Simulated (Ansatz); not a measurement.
# SiNH4 (doublet): wave-function methods side by side at distance N1–H4 along a hydrogen transfer = 1.687 Å, cc-pVDZ

An exercise on one series of results from a longer session: the logs are not shown, and one member is left open.

Method: cc-pVDZ, core rule «outside noble gas», up to 6 orbitals frozen; program: Ansatz 0.2.0, Gaussian basis.

The runs, in order: UHF; CCSD(T) on ROHF; CCSD(T) on UHF; BCCD(T) on ROHF; CISD; CCSDT(Q) on ROHF; CCSDT(Q) on UHF; CASSCF and MRCISD+Q, 3 electrons in 3 orbitals; CASSCF and NEVPT2, 3 electrons in 3 orbitals.

8 further runs of the same task are left out: 6 that didn't finish, 2 set aside as unsound or not needed.

### What is computed

The geometry derives from fragments relaxed apart (PBE0/def2-TZVP) and kept rigid, so it is no stationary point. A hydrogen atom is moved between rigid fragments.

6 atoms, charge 0, spin multiplicity 2.

Atoms are counted from 1 here; the program's logs count them from 0.

Bond lengths: N1–H2 1.012 Å, N1–H3 1.012 Å, H4–Si5 1.440 Å, Si5–H6 1.532 Å. Angles: H2–N1–H3 107.1°, H4–Si5–H6 105.0°.

Set-up of the first run:

in.yaml reads:

```yaml
crystal:
  periodic: [false, false, false]
  atoms:
    - {symbol: N, position_ang: [-2.004942, 0.019973, -0.019236]}
    - {symbol: H, position_ang: [-2.302222, 0.987807, -0.019236]}
    - {symbol: H, position_ang: [-2.302222, -0.382326, 0.861023]}
    - {symbol: H, position_ang: [-0.317942, 0.019973, -0.019236]}
    - {symbol: Si, position_ang: [1.122058, 0.019973, -0.019236]}
    - {symbol: H, position_ang: [1.518492, -1.459540, -0.019236]}
basis:
  gaussian: {orbitals: cc-pVDZ}
magnetization: {spin_polarized: true, initial_magnetization: 1}
hamiltonian: {xc: hf}
output: {orbitals: {seedname: orbitals}}
```

Run with:

```sh
$ ansatz run in.yaml --threads 1 --pin off --events-out ev --progress --plain --max-ram 2393MiB
```

Steps of the session up to this table: UHF; CCSD(T) on ROHF; CCSD(T) on UHF; BCCD(T) on ROHF; CISD; CCSDT(Q) on ROHF; CCSDT(Q) on UHF; CASSCF and MRCISD+Q, 3 electrons in 3 orbitals; CASSCF and NEVPT2, 3 electrons in 3 orbitals.

One of the session's tables, all rows but one given; the rest of the session is left out.

It belongs to the step «Misses and costs». 

| method | from UCCSDT(Q) (meV) |
| --- | --- |
| ROHF | +8184.9 |
| UHF | +7807.5 |
| RMP2 | +1499.0 |
| UMP2 | +1560.7 |
| CISD | +987.1 |
| RCCSD | +216.6 |
| UCCSD | +228.5 |
| RCCSD(T) | +45.9 |
| UCCSD(T) | +58.9 |
| BCCD(T) | +44.6 |
| RCCSDT | +11.7 |
| UCCSDT | +12.8 |
| RCCSDT(Q) | +0.1 |
| UCCSDT(Q) | 0 |
| CASSCF pair | ? |
| NEVPT2 pair | +1387.7 |
| MRCISD pair | +832.0 |
| MRCISD+Q pair | +127.0 |

Estimate the missing values for CASSCF pair.

The run gave: from UCCSDT(Q) (meV): +7634.6. In the column «from UCCSDT(Q) (meV)» it lies between UMP2 (+1560.7) and UHF (+7807.5).

Limits of these values: The determinant is far from a pure spin state, so its energy mixes those of several spin states (harmless only where they are near-degenerate, as at dissociation). Restricted and unrestricted rows rest on different reference determinants; where their highest levels disagree by more than a few hundredths of an eV, they describe different states and don't form one ladder.
